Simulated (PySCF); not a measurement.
First SCF of a structure search on singlet CH4, at a hand-made tetrahedral geometry. PySCF input:

```python
from pyscf import gto, scf, dft
mol = gto.M(atom='''
C      0.000000     0.000000     0.000000
H      0.617800     0.617700     0.617800
H     -0.617800     0.617700    -0.617800
H      0.617800    -0.617700    -0.617800
H     -0.617800    -0.617700     0.617800''',
    basis={'C': 'def2-TZVP', 'H': 'def2-TZVP'},
    charge=0, spin=0)
mf = dft.RKS(mol, xc='B3LYP')
mf.grids.atom_grid = (50, 194)
aux = {'C': 'def2-universal-JKFIT', 'H': 'def2-universal-JKFIT'}
mf = mf.density_fit(auxbasis=aux)
mf.conv_tol = 1e-08
mf.diis_space = 10
mf.max_cycle = 60
mf.init_guess = 'minao'
mf.verbose = 4
mf.kernel()
```

Excerpt of the output (cycles and frontier levels):

```
init E= -40.3627529636987
  HOMO = -0.460967380873737  LUMO = 0.017928470765515  gap/eV = 13.03142
cycle= 1 E= -40.5078338849805  delta_E= -0.145  |g|= 0.336  |ddm|= 1.26
  HOMO = -0.33384067253536  LUMO = 0.068150673764098  gap/eV = 10.93874
cycle= 2 E= -40.4976816234726  delta_E= 0.0102  |g|= 0.39  |ddm|= 0.412
  HOMO = -0.399204071817831  LUMO = 0.0501813374053874  gap/eV = 12.22840
cycle= 3 E= -40.5366725652672  delta_E= -0.039  |g|= 0.00254  |ddm|= 0.218
  HOMO = -0.398648446199874  LUMO = 0.050327216450345  gap/eV = 12.21725
cycle= 4 E= -40.5366737341573  delta_E= -1.17e-06  |g|= 0.000404  |ddm|= 0.00244
  HOMO = -0.398841087738252  LUMO = 0.0502556698194745  gap/eV = 12.22055
cycle= 5 E= -40.5366737771776  delta_E= -4.3e-08  |g|= 1.51e-05  |ddm|= 0.000243
  HOMO = -0.398830562159276  LUMO = 0.0502599261184713  gap/eV = 12.22037
cycle= 6 E= -40.5366737772333  delta_E= -5.57e-11  |g|= 1.2e-06  |ddm|= 1.58e-05
  HOMO = -0.398831076486008  LUMO = 0.0502597885811653  gap/eV = 12.22038
Extra cycle  E= -40.5366737772329  delta_E= 3.55e-13  |g|= 1.33e-06  |ddm|= 1.83e-06
converged SCF energy = -40.5366737772329
```

No lower solution of this spin was found by a stability analysis within the restricted form, which does not test spin polarisation.

The search for the lowest solution, with the stability check, took 1 s on 2 threads of a shared Arm Neoverse V2 host, with 55 basis functions; the process peaked at 0.28 GiB.
